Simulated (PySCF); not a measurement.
Methoxymethyl fluoride, C₂H₅FO.
Z-matrix (Å and degrees, PBE0-D3(BJ)/def2-SVP geometry), rows numbered from 1:
```
C 
O   1  1.4052
C   2  1.3617  1  114.46
F   3  1.3708  2  111.67  1    68.17
H   1  1.0976  2  107.48  3   178.03
H   1  1.1025  2  111.62  3   -62.48
H   1  1.1069  2  111.27  3    59.00
H   3  1.1100  2  111.87  1   -51.41
H   3  1.1013  2  107.33  1  -173.09
```

Lines to be assigned: C 1s: 292.60 (area 1), 294.73 (area 1) eV; O 1s: 539.26 eV; F 1s: 692.59 eV.

The calculation used PySCF 2.14.0, delta-SCF UKS SCAN, pcX-2 on the ionised atom, pcseg-1 elsewhere, spin-free X2C. Geometry: PBE0-D3(BJ)/def2-SVP, one conformer, isolated molecule.

**Question.** Which carbon gives which C 1s line?

**Answer.** 292.60 eV: C1 (methoxy carbon); 294.73 eV: C3 (sp3 C–F carbon). The listed C 1s values span 2.13 eV, from C1 (bonded to O and 3 H) to C3 (bonded to F, O and 2 H). Summing the Pauling electronegativity differences to the bonded atoms, each weighted by its formal bond order, gives -0.16 for the lowest site and +1.62 for the highest.

Bonded neighbours of each site: C1: O and 3 H; O2: 2 C; C3: F, O and 2 H; F4: C.

**Question.** Give the binding energy of C 1s of C1 in hartree and in kJ/mol.

**Answer.** 292.60 eV = 10.7529 Eh = 28232 kJ/mol.
